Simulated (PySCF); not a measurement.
C3H8O.
Bonds: C1–C2, C2–O3, O3–C4. Hydrogens: H5, H6, H7 on C1; H8, H9 on C2; H10, H11, H12 on C4.

Computed with PySCF 2.14.0, density-fitted response routines, TDDFT PBE0/def2-SVPD, vertical, gas phase, core orbitals frozen in the response. Geometry: PBE0-D3(BJ)/def2-SVP, one conformer, isolated molecule. Torsions of this conformer, `[CH3:1][CH2:2][O:3][CH3:4]`: C1–C2–O3–C4 180°.

Orbital energies (eV): HOMO-3 -10.30, HOMO-2 -9.88, HOMO-1 -9.10, HOMO -7.43, LUMO 0.82, LUMO+1 1.29, LUMO+2 1.94.

Computed singlets:

```json
{"state": "S1", "E (eV)": "6.98", "f": "0.032"}
{"state": "S2", "E (eV)": "7.62", "f": "0.0053"}
{"state": "S3", "E (eV)": "8.21", "f": "0.030"}
{"state": "S4", "E (eV)": "8.32", "f": "0.0034"}
{"state": "S5", "E (eV)": "8.35", "f": "0.057"}
{"state": "S6", "E (eV)": "8.77", "f": "0.032"}
{"state": "S7", "E (eV)": "8.94", "f": "0.0071"}
{"state": "S8", "E (eV)": "9.30", "f": "0.046"}
{"state": "S9", "E (eV)": "9.46", "f": "0.0075"}
{"state": "S10", "E (eV)": "9.48", "f": "0.0004"}
```

Q: Assign a leading configuration to S1, S2, S3, S6, S8 and S9 and set E beside the orbital difference Δε.

A: 

```tsv
state	leading configuration	weight	Δε (eV)	E (eV)	E − Δε (eV)	f	other configurations
S1	HOMO→LUMO	0.98	8.25	6.98	-1.27	0.032	–
S2	HOMO→LUMO+1	0.97	8.71	7.62	-1.09	0.0053	–
S3	HOMO→LUMO+2	0.92	9.37	8.21	-1.16	0.030	–
S6	HOMO-1→LUMO	0.94	9.93	8.77	-1.16	0.032	–
S8	HOMO-1→LUMO+1	0.93	10.39	9.30	-1.09	0.046	–
S9	HOMO-2→LUMO	0.78	10.70	9.46	-1.24	0.0075	H→L+6 (15%)
```

E − Δε runs from -1.27 to -1.09 eV. Among themselves, these states come in the order of their orbital differences.

H and L stand for HOMO and LUMO. The other states: S4 8.32 eV, f 0.0034, H→L+4 (88%); S5 8.35 eV, f 0.057, H→L+3 (97%); S7 8.94 eV, f 0.0071, H→L+5 (95%); S10 9.48 eV, f 0.0004, H→L+6 (77%), H-2→L (15%).

Q: Pair triplets and singlets of the same leading configuration (75% or more in both) and give the splittings.

A: 

```tsv
configuration	triplet	E(T) (eV)	singlet	E(S) (eV)	E(S) − E(T) (eV)
HOMO→LUMO	T1	6.78	S1	6.98	+0.20
HOMO→LUMO+1	T2	7.51	S2	7.62	+0.12
```

The 4 triplets are Tamm–Dancoff values, the singlets full response.

Summed over the main configurations (up to three a state, each over 8%) of all 10 singlets, the electron leaves HOMO with weight 6.59, HOMO-1 with weight 1.87 and HOMO-2 with weight 0.93.

All these states lie below the vertical ionisation energy of 9.74 eV (ΔSCF).
